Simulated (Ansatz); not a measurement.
## How far each method lies from full CI for SiC⁺, doublet

Geometry: a point of a stretch scan, not a stationary point.

```xyz
2

Si    0.0000    0.0000    0.0000
C     0.0000    0.0000    6.3110
```

Basis cc-pVDZ; Ansatz 0.2.0. Only valence electrons are correlated (noble-gas cores frozen), which leaves 7 electrons in 26 orbitals. R marks a restricted (for open shells ROHF) determinant, U an unrestricted one. Active spaces: pair = (3e, 3o) about the gap; valence = (7e, 8o) chosen from the atoms' valence shells.

Full CI is exact within this basis and frozen core; it isn't the basis-set limit. The frozen core follows each run's orbitals, which can shift R against U totals by a few meV.

Unrestricted rows (U) aren't spin-pure: their determinants' ⟨S²⟩ exceeds S(S+1) by up to 1.02, so they mix in states of higher spin.

The R cluster runs have T1 = 0.557 on a determinant 1.72 eV above the lowest RHF solution, too large to trust, so RMP2, RCCSD, RCCSD(T), RCCSDT(Q), RCCSDT aren't compared. BCCD(T) turns its orbitals far from the restricted determinant (T1 = 0.558 for the singles of that rotation), so its spin and state can't be checked, and it isn't compared. The determinant has the irrep B1, whose lowest full-CI state lies within 3 meV of the A2 state that serves as the reference; occupations given are those of the former.

The UHF ⟨S²⟩ is 1.769 and the T1 diagnostic (RCCSD) is 0.5568. The largest doubles amplitude (RCCSD) is 0.198. The T1 diagnostic (UCCSD) is 0.0092.

Q: From what is known of these methods and the diagnostics, rank them by the size of their error in total energy against full CI in cc-pVDZ, smallest first (an estimate: the text doesn't fix the numbers).
A. NEVPT2 (pair space)
B. UCCSDT(Q)
C. NEVPT2 (valence space)
D. CASSCF (pair space)
E. MRCISD+Q (pair space)

A: B (0.2 kJ/mol), E (8.4 kJ/mol), C (64.0 kJ/mol), A (105.7 kJ/mol), D (358.4 kJ/mol).

All errors are against full CI in cc-pVDZ. Below it: UCCSDT(Q), MRCISD+Q (pair space). With T1 at 0.557 and a doubles amplitude of 0.20 one determinant is a poor start. Within each family the higher level lies nearer, as is usual though not guaranteed.

The full-CI state has the irrep A2 of C2v, in the program's axes (one component, if the state is degenerate).

Its occupations show that no single determinant describes this state well.

Natural occupations of full CI about the gap: 1.930 1.903 0.995 0.991 0.977 0.047 0.040 0.039 0.012 0.009; effectively unpaired electrons, Σ n²(2−n)², 3.07.
